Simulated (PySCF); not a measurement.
Thioformaldehyde, CH2S.
SMILES: `C=S`

Theory: CAM-B3LYP/6-31+G* geometry optimisation, gas phase (PySCF 2.14.0).

Take the most abundant isotopes and a rigid rotor. 

(1) Give the principal moments of inertia and the rotational constants in GHz.

(2) What kind of rotor is it?

(3) Is it planar, by Δ = Ic − Ia − Ib?

(4) Which lines would a microwave search look for?

(5) Estimate the classical rotational partition function at 200 K and 298.15 K.

Results:

(1) Ia = 1.72, Ib = 28.49, Ic = 30.21 u·Å²; 505379 MHz·u·Å²/I gives 294128, 17737 and 16728 MHz, that is A = 294.13, B = 17.737, C = 16.728 GHz.

(2) A near-prolate asymmetric top. Ray's parameter κ = (2B − A − C)/(A − C) = -0.993; −1 is the prolate and +1 the oblate limit.

(3) Planar: Δ = Ic − Ia − Ib = 0.00 u·Å². For a rigid frame Δ = −2 Σ m c², so it vanishes when all atoms lie in the ab plane; here none is more than 0.01 Å from it.

(4) The dipole components are |μa| = 1.91 D, |μb| = 0.00 D, |μc| = 0.00 D; the symmetry axis of this C2v structure is a, so μb and μc vanish by symmetry and there are no b-type or c-type lines. Some lines, for components of 0.1 D or more:

```json
{"type": "a", "branch": "Q", "J(Ka,Kc)": "1(1,0) ← 1(1,1)", "MHz": "1009", "lower level (cm⁻¹)": "10.369"}
{"type": "a", "branch": "Q", "J(Ka,Kc)": "2(1,1) ← 2(1,2)", "MHz": "3026", "lower level (cm⁻¹)": "12.635"}
{"type": "a", "branch": "Q", "J(Ka,Kc)": "3(1,2) ← 3(1,3)", "MHz": "6053", "lower level (cm⁻¹)": "16.033"}
{"type": "a", "branch": "Q", "J(Ka,Kc)": "4(1,3) ← 4(1,4)", "MHz": "10088", "lower level (cm⁻¹)": "20.564"}
{"type": "a", "branch": "R", "J(Ka,Kc)": "1(0,1) ← 0(0,0)", "MHz": "34465", "lower level (cm⁻¹)": "0.000"}
{"type": "a", "branch": "R", "J(Ka,Kc)": "2(1,2) ← 1(1,1)", "MHz": "67922", "lower level (cm⁻¹)": "10.369"}
{"type": "a", "branch": "R", "J(Ka,Kc)": "2(0,2) ← 1(0,1)", "MHz": "68928", "lower level (cm⁻¹)": "1.150"}
{"type": "a", "branch": "R", "J(Ka,Kc)": "2(1,1) ← 1(1,0)", "MHz": "69940", "lower level (cm⁻¹)": "10.403"}
{"type": "a", "branch": "R", "J(Ka,Kc)": "3(1,3) ← 2(1,2)", "MHz": "101881", "lower level (cm⁻¹)": "12.635"}
{"type": "a", "branch": "R", "J(Ka,Kc)": "3(0,3) ← 2(0,2)", "MHz": "103385", "lower level (cm⁻¹)": "3.449"}
{"type": "a", "branch": "R", "J(Ka,Kc)": "3(2,2) ← 2(2,1)", "MHz": "103396", "lower level (cm⁻¹)": "40.394"}
{"type": "a", "branch": "R", "J(Ka,Kc)": "3(2,1) ← 2(2,0)", "MHz": "103407", "lower level (cm⁻¹)": "40.394"}
{"type": "a", "branch": "R", "J(Ka,Kc)": "3(1,2) ← 2(1,1)", "MHz": "104908", "lower level (cm⁻¹)": "12.736"}
{"type": "a", "branch": "R", "J(Ka,Kc)": "4(1,4) ← 3(1,3)", "MHz": "135838", "lower level (cm⁻¹)": "16.033"}
{"type": "a", "branch": "R", "J(Ka,Kc)": "4(0,4) ← 3(0,3)", "MHz": "137834", "lower level (cm⁻¹)": "6.897"}
{"type": "a", "branch": "R", "J(Ka,Kc)": "4(2,3) ← 3(2,2)", "MHz": "137859", "lower level (cm⁻¹)": "43.843"}
{"type": "a", "branch": "R", "J(Ka,Kc)": "4(3,2) ← 3(3,1)", "MHz": "137867", "lower level (cm⁻¹)": "90.024"}
{"type": "a", "branch": "R", "J(Ka,Kc)": "4(3,1) ← 3(3,0)", "MHz": "137867", "lower level (cm⁻¹)": "90.024"}
{"type": "a", "branch": "R", "J(Ka,Kc)": "4(2,2) ← 3(2,1)", "MHz": "137887", "lower level (cm⁻¹)": "43.843"}
{"type": "a", "branch": "R", "J(Ka,Kc)": "4(1,3) ← 3(1,2)", "MHz": "139874", "lower level (cm⁻¹)": "16.235"}
```

(5) Point group C2v, symmetry number σ = 2; q = (√π/σ)·√((kT/h)³/(ABC)), k/h = 20836.6 MHz/K: 807 at 200 K, 1470 at 298.15 K.

No frequency check. Zero-point vibration and centrifugal distortion are left out.
